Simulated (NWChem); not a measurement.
# C2HO3 (SMILES O=[C]OC=O) at 4 levels

We compute a comparison of 4 runs (UHF/STO-3G, UHF/3-21G, UB3LYP/6-31G*) of C2HO3. 

Program for the calculation: NWChem 7.3.0.

## Step 1: The system as given

C2HO3 has 6 atoms, charge 0, and is taken as a doublet. As SMILES, `O=[C]OC=O`. The coordinates come from a GFN2-xTB relaxation. This is one conformer, not always the lowest.

Bond lengths: O1–C2 1.185 Å, C2–O3 1.321 Å, O3–C4 1.387 Å, C4–O5 1.178 Å, C4–H6 1.100 Å. Angles: O1–C2–O3 133.4°, C2–O3–C4 122.4°, O3–C4–O5 126.0°, O3–C4–H6 106.7°, O5–C4–H6 127.3°.

## Step 2: Energy and gradient at UHF/STO-3G (run 1)

Contents of calc.nw:

```
start calc
title "C2HO3"
memory total 2200 mb

geometry noautosym nocenter noautoz
  O      0.820430    -1.818720    -0.405050
  C     -0.259330    -1.470240    -0.061550
  O     -0.791820    -0.290840     0.201810
  C     -0.070690     0.889600     0.103030
  O      1.060070     0.986830    -0.213300
  H     -0.758670     1.703360     0.375060
end

basis spherical bse
  * library STO-3G
end

scf
  doublet
  uhf
  thresh 1e-08
  maxiter 80
end

task scf gradient
```

Run with:

```sh
$ nwchem calc.nw > calc.out
```

The log of the run:

```text
[...]
  functions       =    26
[...]
  wavefunction    = UHF
[...]
         Total SCF energy =   -296.824220648938
      One electron energy =   -720.731937019684
      Two electron energy =    266.838033615661
 Nuclear repulsion energy =    157.069682755085
                       Sz =      0.5000
                 Sz(Sz+1) =      0.7500
                      S^2 =      0.8539
[...]
                         UHF ENERGY GRADIENTS
    atom               coordinates                        gradient
                 x          y          z           x          y          z
   1 O       1.550388  -3.436882  -0.765434   -0.041197   0.006929   0.012521
   2 C      -0.490063  -2.778351  -0.116313    0.015799   0.045780  -0.000311
   3 O      -1.496323  -0.549608   0.381366    0.040745  -0.030160  -0.014574
   4 C      -0.133585   1.681100   0.194698    0.071290  -0.013181  -0.021613
   5 O       2.003242   1.864838  -0.403079   -0.086913  -0.004270   0.024574
   6 H      -1.433678   3.218884   0.708761    0.000276  -0.005098  -0.000597
[...]
```

Wall time 6 s (1 thread of Intel Xeon Platinum 8488C (Sapphire Rapids), shared host); peak memory 0.099 GiB.

## Step 3: Energy and gradient at UHF/3-21G (run 2)

Contents of nw.nw:

```
START nw
TITLE "C2HO3"
memory 2200 mb
GEOMETRY units angstrom noautosym nocenter noautoz
  O     0.820430   -1.818720   -0.405050
  C    -0.259330   -1.470240   -0.061550
  O    -0.791820   -0.290840    0.201810
  C    -0.070690    0.889600    0.103030
  O     1.060070    0.986830   -0.213300
  H    -0.758670    1.703360    0.375060
END
BASIS spherical bse
  * library 3-21G
END
SCF
  doublet
  uhf
  thresh 1e-08
  maxiter 80
  noprint "final vectors analysis"
END
TASK scf gradient
```

Run with:

```sh
$ nwchem nw.nw > nw.out
```

The log of the run:

```text
[...]
  functions       =    47
[...]
  wavefunction    = UHF
[...]
         Total SCF energy =   -299.157140985119
      One electron energy =   -720.778810170265
      Two electron energy =    264.551986430061
 Nuclear repulsion energy =    157.069682755085
                       Sz =      0.5000
                 Sz(Sz+1) =      0.7500
                      S^2 =      0.7732
[...]
                         UHF ENERGY GRADIENTS
    atom               coordinates                        gradient
                 x          y          z           x          y          z
   1 O       1.550388  -3.436882  -0.765434    0.009477  -0.006411  -0.003322
   2 C      -0.490063  -2.778351  -0.116313   -0.012335   0.042311   0.007462
   3 O      -1.496323  -0.549608   0.381366    0.000067  -0.016114  -0.001523
   4 C      -0.133585   1.681100   0.194698    0.025267  -0.036010  -0.010473
   5 O       2.003242   1.864838  -0.403079   -0.010470   0.003196   0.003267
   6 H      -1.433678   3.218884   0.708761   -0.012006   0.013029   0.004588
[...]
```

Run time: 3.6 s. Hardware: 1 thread of Intel Xeon Platinum 8488C (Sapphire Rapids), shared host; peak memory 0.097 GiB.

## Step 4: Energy and forces at UB3LYP/6-31G(d) (spherical functions) (run 3)

Contents of run.py:

```python
from ase import Atoms
from ase.calculators.nwchem import NWChem

mol = Atoms(['O', 'C', 'O', 'C', 'O', 'H'], positions=[
    [0.820430, -1.818720, -0.405050],
    [-0.259330, -1.470240, -0.061550],
    [-0.791820, -0.290840, 0.201810],
    [-0.070690, 0.889600, 0.103030],
    [1.060070, 0.986830, -0.213300],
    [-0.758670, 1.703360, 0.375060],
])

calc = NWChem(
    label='work',
    theory='dft',
    memory='2200 mb',
    basis='6-31G*',
    basispar='spherical bse',
    dft={'xc': 'b3lyp', 'mult': '2', 'grid': 'xfine', 'convergence': 'energy 1e-08', 'iterations': '100', 'mulliken': None},
)
mol.calc = calc

forces = mol.get_forces()
print("Total energy (eV):", round(mol.get_potential_energy(), 6))
print("forces (eV/A):")
for s, f in zip(mol.symbols, forces):
    print(f"{s:2s} {f[0]:10.5f} {f[1]:10.5f} {f[2]:10.5f}")
```

Run with:

```sh
$ export ASE_NWCHEM_COMMAND="nwchem PREFIX.nwi > PREFIX.nwo"
$ python run.py
```

The log of the run:

```text
Total energy (eV): -8228.815733
forces (eV/A):
O     0.31038    0.24914   -0.06644
C     0.03466   -1.64088   -0.16177
O    -0.82584    0.64900    0.29881
C    -0.65908    0.60544    0.24132
O     1.11493    0.11657   -0.30864
H     0.02494    0.02072   -0.00329
```

The calculator wrote work.nwi:

```
title "work"

permanent_dir work

scratch_dir work

start work

geometry units angstrom nocenter noautosym noautoz
  O  8.2042999999999999e-01 -1.8187199999999999e+00 -4.0505000000000002e-01
  C  -2.5933000000000000e-01 -1.4702400000000000e+00 -6.1550000000000001e-02
  O  -7.9181999999999997e-01 -2.9083999999999999e-01 2.0180999999999999e-01
  C  -7.0690000000000003e-02 8.8959999999999995e-01 1.0303000000000000e-01
  O  1.0600700000000001e+00 9.8682999999999998e-01 -2.1329999999999999e-01
  H  -7.5866999999999996e-01 1.7033600000000000e+00 3.7506000000000000e-01
end

memory 2200 mb

basis spherical bse noprint
   * library 6-31G*
end

dft
  xc b3lyp
  mult 2
  grid xfine
  convergence energy 1e-08
  iterations 100
  mulliken
end

task dft gradient
```

work.nwo:

```text
Northwest Computational Chemistry Package (NWChem) 7.3.0
             --------------------------------------------------------

           Job information
           ---------------

    nwchem branch   = 7.3.0
    use scalapack   = T
    input           = work.nwi
    prefix          = work.
    data base       = work/work.db
    status          = startup
    nproc           =        1

           Memory information
           ------------------

[... 5 lines left out ...]
    hardfail = no
[... 117 lines left out ...]
          Convergence on energy requested:  1.00D-08
[... 29 lines left out ...]
          total energy or number of iterations.
[... 84 lines left out ...]
      One electron energy =     -724.098301537886
[... 1145 lines left out ...]
          Convergence on energy requested:  1.00D-08
[... 29 lines left out ...]
          total energy or number of iterations.
[... 37 lines left out ...]
                 ----------------------------------------
                 |  Time  |  1-e(secs)   |  2-e(secs)   |
                 ----------------------------------------
                 |  CPU   |       0.00   |       1.11   |
                 ----------------------------------------
                 |  WALL  |       0.00   |       1.11   |
                 ----------------------------------------

 Task  times  cpu:       38.1s     wall:       38.1s
 Total times  cpu:       38.2s     wall:       38.2s
```

Run time: 39 s. Hardware: 1 thread of Intel Xeon Platinum 8488C (Sapphire Rapids), shared host; peak memory 0.13 GiB.

## Step 5: Energy and forces at UB3LYP/6-31G(d) (Cartesian functions) (run 4)

Contents of c2ho3.nw:

```
start c2ho3
memory stack 880 mb heap 220 mb global 1100 mb

geometry units angstrom noautosym nocenter noautoz
O     0.820430   -1.818720   -0.405050
C    -0.259330   -1.470240   -0.061550
O    -0.791820   -0.290840    0.201810
C    -0.070690    0.889600    0.103030
O     1.060070    0.986830   -0.213300
H    -0.758670    1.703360    0.375060
end

basis
* library 6-31G*
end

dft
xc b3lyp
mult 2
grid xfine
convergence energy 1e-08
iterations 100
mulliken
noprint "final vectors analysis"
end

task dft gradient
```

Run with:

```sh
$ nwchem c2ho3.nw > c2ho3.out
```

The log of the run:

```text
[...]
          Wavefunction type:  spin polarized.
          No. of atoms     :     6
          No. of electrons :    37
[...]
          Charge           :     0
          Spin multiplicity:     2
[...]
          AO basis - number of functions:    77
[...]
              XC Information
              --------------
                         B3LYP Method XC Potential
                     Hartree-Fock (Exact) Exchange  0.200
                        Slater Exchange Functional  0.800 local
                    Becke 1988 Exchange Functional  0.720 non-local
              Lee-Yang-Parr Correlation Functional  0.810
                  VWN I RPA Correlation Functional  0.190 local
[...]
 d= 0,ls=0.0,diis     1   -302.1831588489 -4.59D+02  1.61D-02  4.89D-01     2.9
[...]
 d= 0,ls=0.0,diis    13   -302.4089357523 -6.39D-09  6.28D-07  1.11D-09    38.8
[...]
         Total DFT energy =     -302.408935752328
      One electron energy =     -724.066737231153
           Coulomb energy =      301.487408964092
    Exchange-Corr. energy =      -36.899290240352
 Nuclear repulsion energy =      157.069682755085
[...]
      <S2> =      0.7528 (Exact =     0.7500)
[...]
  wavefunction    = open shell
                         DFT ENERGY GRADIENTS
    atom               coordinates                        gradient
                 x          y          z           x          y          z
   1 O       1.550388  -3.436882  -0.765434   -0.005721  -0.004917   0.001194
   2 C      -0.490063  -2.778351  -0.116313   -0.000970   0.032163   0.003255
   3 O      -1.496323  -0.549608   0.381366    0.016069  -0.012643  -0.005815
   4 C      -0.133585   1.681100   0.194698    0.012385  -0.011814  -0.004573
   5 O       2.003242   1.864838  -0.403079   -0.021188  -0.002364   0.005851
   6 H      -1.433678   3.218884   0.708761   -0.000575  -0.000425   0.000087
[...]
```

Run time: 44 s. Hardware: 1 thread of Intel Xeon Platinum 8488C (Sapphire Rapids), shared host; peak memory 0.14 GiB.

## Step 6: The series

```
run                                level  iteration cap  module  energy (Eh)  dipole moment (D)   ⟨S²⟩  largest force (eV/Å)  wall time
  1                           UHF/STO-3G             80     scf  -296.824221               2.15  0.854                 4.650        6 s
  2                            UHF/3-21G             80     scf  -299.157141               3.51  0.773                 2.325      3.6 s
  3  UB3LYP/6-31G* (spherical functions)            100     dft  -302.403403               2.90  0.753                 1.649       39 s
  4  UB3LYP/6-31G* (Cartesian functions)            100     dft  -302.408936               2.90  0.753                 1.663       44 s
```

## Step 7: Summary of results

| quantity | value |
| --- | --- |
| run 4: total energy | -302.40894 Eh |
| run 4: dipole moment | 2.90 D |
| run 4: ⟨S²⟩ | 0.753 |
| run 4: largest force on an atom | 1.663 eV/Å |

The dipole moment (its size) runs from 2.15 D (UHF/STO-3G) to 3.51 D (UHF/3-21G). In run 1 the basis is minimal, so the values are rough. Spin contamination of the reference: run 1 ⟨S²⟩ = 0.85. All runs together took 93 s, the longest 44 s.
